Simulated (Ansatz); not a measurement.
Results of PBE (PAW; Ansatz, a first-principles code) for hcp Re.

Numerical settings: plane-wave cutoff 520 eV, 30×30×14 k mesh (along the axes of the cell as run), Fermi–Dirac smearing 0.055 eV (set by the program), no spin polarisation, scalar-relativistic PAW data made under PBE.

Cell (relaxed at this level):

```cif
data_Re2
_chemical_formula_sum 'Re2'
_space_group_name_H-M_alt 'P63/mmc'
_space_group_IT_number 194
_space_group_name_Hall '-P 6c 2c'
_cell_length_a 2.77521
_cell_length_b 2.77521
_cell_length_c 4.48248
_cell_angle_alpha 90.000
_cell_angle_beta 90.000
_cell_angle_gamma 120.000
loop_
_atom_site_label
_atom_site_type_symbol
_atom_site_symmetry_multiplicity
_atom_site_Wyckoff_symbol
_atom_site_fract_x
_atom_site_fract_y
_atom_site_fract_z
_atom_site_occupancy
Re1 Re 2 c 0.33333 0.66667 0.25000 1
```

Question: Predict the Young modulus, Voigt–Reuss–Hill bulk modulus, elastic constant C44, elastic constant C33, polycrystal shear modulus (Hill average), elastic constant C11, elastic constant C12, elastic constant C13 and elastic constant C66.

Answer: 
Young modulus: 455 GPa
Voigt–Reuss–Hill bulk modulus: 364 GPa
elastic constant C44: 161 GPa
elastic constant C33: 664 GPa
polycrystal shear modulus (Hill average): 176 GPa
elastic constant C11: 608 GPa
elastic constant C12: 266 GPa
elastic constant C13: 217 GPa
elastic constant C66: 171 GPa

Measured, for comparison: elastic constant C44 161 GPa, elastic constant C33 683 GPa, elastic constant C11 616 GPa, elastic constant C12 273 GPa, elastic constant C13 206 GPa (temperature not stated, not corrected to a static lattice; as tabulated in Mehl and Papaconstantopoulos (1996), arXiv:mtrl-th/9602003). Computed (rounded) less measured: elastic constant C44 0.0 %, elastic constant C33 -3 %, elastic constant C11 -1 %, elastic constant C12 -3 %, elastic constant C13 +5 %. A static lattice is as a rule a little smaller and stiffer than an uncorrected measurement, which narrows the difference in the elastic constant C13 and would widen misses of the other sign.

Elastic constants are with the ions relaxed.

Spin–orbit coupling is not included.

Computed values are for the static lattice.

Computing time: around 24 core-minutes (rough).
